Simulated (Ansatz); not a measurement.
Computed with Ansatz on PBE0-D4/def2-TZVP structures; ΔE is electronic, products minus reactants. CCSD(T)/CBS adds triple-zeta CCSD(T) − MP2 to the extrapolated MP2 energy (def2 sets, frozen cores). DFT in def2-TZVPP. One conformer a species, not always the lowest.

Reaction (isomerisation): `C/C(=C/F)CO` → `C=COC(C)F`

`C/C(=C/F)CO`:

```xyz
13

C    -0.606   -0.743    1.159
C     0.090   -0.310   -0.089
C     1.134   -0.985   -0.544
F     1.799   -0.636   -1.657
C    -0.425    0.918   -0.778
O    -0.343    2.067    0.049
H    -0.117   -1.602    1.622
H    -1.645   -1.016    0.946
H    -0.634    0.074    1.884
H     1.553   -1.874   -0.084
H    -1.489    0.795   -0.998
H     0.096    1.073   -1.728
H     0.587    2.238    0.220
```

`C=COC(C)F`:

Cartesian coordinates in Å:
```
C 1.383 0.830 1.534
C 0.999 1.279 0.347
O 0.245 0.639 -0.585
C -0.394 -0.531 -0.209
C -1.398 -0.893 -1.262
F 0.532 -1.551 -0.097
H 1.964 1.485 2.168
H 1.170 -0.167 1.892
H 1.269 2.264 -0.014
H -0.836 -0.408 0.787
H -1.880 -1.836 -1.002
H -2.157 -0.113 -1.337
H -0.897 -0.998 -2.224
```

| level | ΔE (eV) |
| --- | --- |
| B2PLYP | -0.16 |
| MP2/def2-QZVPP | -0.10 |

(1) What does CCSD(T)/CBS give? (Estimate.)

Largest T1 diagnostic among the species: 0.012.

Answers

(1) Ansatz gave: -0.13 eV. The listed levels differ from it by -0.03, 0.03 eV.

In def2-TZVPP, CCSD(T) changes the Hartree–Fock value by +0.10 eV (the triples alone add −0.00 eV) and MP2 by +0.13 eV.
